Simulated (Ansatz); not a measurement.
hydrogen fluoride (charge +1), doublet: up the ladder of correlation methods

Calculated in Ansatz's Gaussian-basis code; BCCD by scripts on PySCF. Basis 6-31G, 1 core orbital frozen, nonrelativistic. Perturbation and coupled-cluster methods stand on the Hartree–Fock determinant that coupled cluster favours; RHF here means ROHF, with semicanonical perturbation theory. The state met can change along the bond. Small basis; these aren't basis-limit values.

Correlation energy of CCSD(T), then each method's total less that of CCSD(T), in eV:

```
       case  E corr CCSD(T)    CCSD    BCCD  BCCD(T)   determinant
1.150 Å RHF          -2.721  +0.024  +0.031    0.000             –
1.150 Å UHF          -2.681  +0.024  +0.031    0.000  ⟨S²⟩ = 0.756
1.500 Å RHF          -2.783  +0.034  +0.047   +0.001             –
1.500 Å UHF          -2.733  +0.034  +0.046   +0.001  ⟨S²⟩ = 0.765
1.750 Å RHF          -2.713  +0.036  +0.051   +0.001             –
1.750 Å UHF          -2.667  +0.035  +0.051   +0.001  ⟨S²⟩ = 0.766
2.400 Å RHF          -2.456  +0.017  +0.029   -0.001             –
2.400 Å UHF          -2.431  +0.018  +0.029   -0.001  ⟨S²⟩ = 0.754
```

Q: Give full CI less CCSD(T). Is CCSD(T) good to 1 kcal/mol?

A: 1.150 Å RHF: -0.006 eV (within); 1.150 Å UHF: -0.005 eV (within); 1.500 Å RHF: -0.005 eV (within); 1.500 Å UHF: -0.005 eV (within); 1.750 Å RHF: -0.005 eV (within); 1.750 Å UHF: -0.005 eV (within); 2.400 Å RHF: -0.005 eV (within); 2.400 Å UHF: -0.005 eV (within).
